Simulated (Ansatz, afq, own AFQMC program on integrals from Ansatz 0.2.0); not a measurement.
GeH2, singlet: AFQMC among the cluster methods

```xyz
3

Ge    0.0000   -0.0566   -0.0266
H     0.0000    1.0643   -1.1601
H     0.0000    3.0112    3.0758
```

Basis cc-pVDZ. Only valence electrons are correlated. Ansatz 0.2.0 and our own AFQMC program on the same integrals; the CISD trial comes from CCSD amplitudes, and released means the phaseless constraint is let go. Uncertainties: one standard error, sampling alone. No spin–orbit coupling.

Determinant: UHF, the one that the program's search chose, which needn't be the lowest solution. The geometry is a point of a scan.

Full CI on the same integrals is exact in this basis and with this determinant's frozen core.

Cautions: no relativity below Rb; no spin-orbit coupling; inner d shell frozen; unrestricted determinant spin contaminated (⟨S²⟩ 1.01 against 0.00); the CCSDTQ amplitudes may be one of several solutions (largest double 0.53); the next higher spin lies close (full CI puts it 18 meV above).

* T1 diagnostic: 0.0127
* weight of the determinant in the CISD state: 0.931
* ⟨S²⟩ of the determinant: 1.007
* size of the correlated space: 6 electrons in 23 orbitals

Reference: full CI, correlation energy -2.303 eV. The released energy is read at 2.40 1/Eh (meV from the phaseless value at times in 1/Eh: -0.5 ± 0.7 at 0.24, -2.2 ± 0.8 at 0.51, -6.8 ± 2.0 at 0.99, -5.8 ± 2.0 at 1.62, -5.5 ± 1.1 at 2.40). The cautions show a poor starting determinant, so the rows tell how each method copes with it here, and full CI is the sure value.

```
         level  E − E(reference) (mEh)  share of correlation (%)
            HF                   84.65                      0.00
           MP2                   23.88                     71.79
          CCSD                    2.17                     97.44
       CCSD(T)                    0.76                     99.11
         CCSDT                    0.20                     99.76
      CCSDT(Q)                    0.11                     99.87
        CCSDTQ                    0.01                     99.99
 ph-AFQMC/CISD            -0.06 ± 0.03                    100.07
released AFQMC            -0.26 ± 0.04                    100.31
```

CCSDT and higher add their correlation energy to the determinant of the CCSD(T) run, since their own runs factorise the integrals more tightly (a shift of under 2 meV). A walk keeps the symmetry of its determinant, which the program's search chose and which needn't be the lowest solution, so a lower state of the same spin and another symmetry isn't excluded. Released energies are given only where the last usable release times agree within the noise; a slower fall can still hide under it.
